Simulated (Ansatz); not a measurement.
Basis sets compared for the cluster C3H2. The state is a singlet with charge 0. Geometry r2SCAN-D4/def2-TZVP. Ansatz on 4 threads of AMD EPYC 9B45 on a shared host; times are rough, and most runs start from earlier orbitals.

Cartesian coordinates in Å:
```
C -0.2093 -0.2505 0.5755
C 0.2203 0.3111 -0.5408
C -0.1891 -1.0432 -0.5976
H 0.6084 1.1703 -1.0682
H -0.4302 -0.1877 1.6310
```

The structure comes from a short search, and lower isomers may exist.

Binding counts from free atoms (C triplet, H doublet) in the same basis, without a counterpoise term.

| level | functions | energy (Eh) | HOMO (eV) | LUMO (eV) | binding per atom (eV) | wall time |
| --- | --- | --- | --- | --- | --- | --- |
| HF/6-31G | 31 | -114.5495 | -9.80 | 3.69 | 2.83 | 0.1 s |
| HF/def2-TZVP | 105 | -114.6652 | -10.10 | 3.17 | 3.20 | 0.15 s |
| PBE-D4/def2-SVP | 52 | -115.1164 | -5.18 | -2.04 | 4.71 | 0.15 s |
| PBE-D4/def2-TZVP | 105 | -115.2437 | -5.38 | -2.14 | 4.66 | 0.25 s |
| r2SCAN-D4/def2-TZVP | 105 | -115.3233 | -5.65 | -1.77 | 4.49 | 0.35 s |
| PBE0-D4/def2-SVP | 52 | -115.1279 | -6.64 | -0.86 | 4.60 | 0.15 s |
| PBE0-D4/def2-TZVP | 105 | -115.2541 | -6.76 | -0.95 | 4.55 | 0.3 s |

Q: Estimate the rows for PBE-D4/def2-TZVPD, r2SCAN-D4/def2-TZVPD, PBE0-D4/def2-TZVPD.

A: 
```csv
level,functions,energy (Eh),HOMO (eV),LUMO (eV),binding per atom (eV),wall time
PBE-D4/def2-TZVPD,129,-115.2445,-5.43,-2.19,4.66,0.3 s
r2SCAN-D4/def2-TZVPD,129,-115.3238,-5.69,-1.80,4.49,0.45 s
PBE0-D4/def2-TZVPD,129,-115.2546,-6.79,-1.01,4.55,0.3 s
```
